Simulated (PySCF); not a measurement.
N-methylpyrrolidine (SMILES CN1CCCC1)

Molfile (atoms numbered from 1):
```
C5H11N
     RDKit          3D

 17 17  0  0  0  0  0  0  0  0999 V2000
    2.1847    0.0367    0.2896 C   0  0  0  0  0  0  0  0  0  0  0  0
    0.7589    0.0921    0.4216 N   0  0  0  0  0  0  0  0  0  0  0  0
    0.0421   -1.0131   -0.1752 C   0  0  0  0  0  0  0  0  0  0  0  0
   -1.4260   -0.5719   -0.1377 C   0  0  0  0  0  0  0  0  0  0  0  0
   -1.3599    0.9656   -0.0056 C   0  0  0  0  0  0  0  0  0  0  0  0
    0.1309    1.2806   -0.1084 C   0  0  0  0  0  0  0  0  0  0  0  0
    2.5267    0.0474   -0.7721 H   0  0  0  0  0  0  0  0  0  0  0  0
    2.6489    0.8950    0.7999 H   0  0  0  0  0  0  0  0  0  0  0  0
    2.5755   -0.8807    0.7569 H   0  0  0  0  0  0  0  0  0  0  0  0
    0.2337   -1.9500    0.3728 H   0  0  0  0  0  0  0  0  0  0  0  0
    0.3651   -1.1818   -1.2303 H   0  0  0  0  0  0  0  0  0  0  0  0
   -1.9614   -0.8943   -1.0424 H   0  0  0  0  0  0  0  0  0  0  0  0
   -1.9495   -1.0153    0.7214 H   0  0  0  0  0  0  0  0  0  0  0  0
   -1.9478    1.4897   -0.7728 H   0  0  0  0  0  0  0  0  0  0  0  0
   -1.7437    1.2827    0.9749 H   0  0  0  0  0  0  0  0  0  0  0  0
    0.4317    2.1761    0.4591 H   0  0  0  0  0  0  0  0  0  0  0  0
    0.4180    1.4555   -1.1738 H   0  0  0  0  0  0  0  0  0  0  0  0
  1  2  1  0
  2  3  1  0
  3  4  1  0
  4  5  1  0
  5  6  1  0
  6  2  1  0
  1  7  1  0
  1  8  1  0
  1  9  1  0
  3 10  1  0
  3 11  1  0
  4 12  1  0
  4 13  1  0
  5 14  1  0
  5 15  1  0
  6 16  1  0
  6 17  1  0
M  END
```

Method: quadratic response CAM-B3LYP/def2-TZVPD first hyperpolarisability, Taylor convention, gas phase in PySCF 2.14.0. Geometry: PBE0-D3(BJ)/def2-SVP.

Question: Give the tensor of the static β(0;0,0) in the axes of these coordinates.

Answer: In au, Taylor convention; rows are the first index (the induced dipole):
```csv
,xx,yy,zz,xy,xz,yz
x,-65.3,+3.8,-12.3,+0.8,+58.4,-3.1
y,+0.8,-3.4,-1.4,+3.8,-3.1,+43.1
z,+58.4,+43.1,+169.8,-3.1,-12.3,-1.4
```
Norm of βᵢ = ⅓ Σⱼ (βᵢⱼⱼ + βⱼᵢⱼ + βⱼⱼᵢ): 281.2 au, hyper-Rayleigh value 103.6 au.
